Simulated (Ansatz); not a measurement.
```yaml
crystal:
  periodic: [false, false, false]
  atoms:
    - {symbol: Br, position_ang: [0.000922, 0.000036, -0.022043]}
    - {symbol: H, position_ang: [-0.047028, 1.104953, 0.875084]}
    - {symbol: H, position_ang: [-0.026040, -1.107800, 0.872356]}
basis:
  gaussian: {orbitals: def2-TZVP}
total_charge: 1
hamiltonian: {xc: pbe0}
relax: {f_tol: 0.004, max_steps: 80}
```

```sh
$ ansatz run in.yaml --threads 1 --pin off --events-out ev --progress --plain --max-ram 2176MiB
```

Steps of the relaxation (energy above the last step; positions in Å, forces in eV/Å):

```
3
step 1, 70.2 meV
Br    0.001    0.000   -0.022    0.061    0.002   -1.452
H    -0.047    1.105    0.875   -0.031    0.110    0.726
H    -0.026   -1.108    0.872   -0.029   -0.113    0.726
```

```
3
step 2, 8.7 meV
Br    0.005    0.000   -0.114   -0.015   -0.001    0.358
H    -0.048    1.015    0.921    0.007    0.086   -0.179
H    -0.029   -1.018    0.919    0.008   -0.086   -0.179
```

```
3
step 3, 0.1 meV
Br    0.004    0.000   -0.090   -0.001    0.000    0.018
H    -0.048    1.047    0.909    0.001   -0.031   -0.009
H    -0.028   -1.050    0.906    0.000    0.031   -0.009
```

```
3
step 4, 0.0 meV
Br    0.004    0.000   -0.091    0.000    0.000    0.003
H    -0.048    1.044    0.910    0.000   -0.002   -0.001
H    -0.028   -1.047    0.907    0.000    0.002   -0.001
```

Close pairs at the end: Br1–H3 1.447 Å, Br1–H2 1.447 Å.

A stationary point of restricted PBE0 after 4 steps (its stability towards spin polarisation wasn't tested); no frequencies were run, so it isn't proven a minimum. 2.1 s on 1 thread of Intel Xeon 6975P-C, shared host.
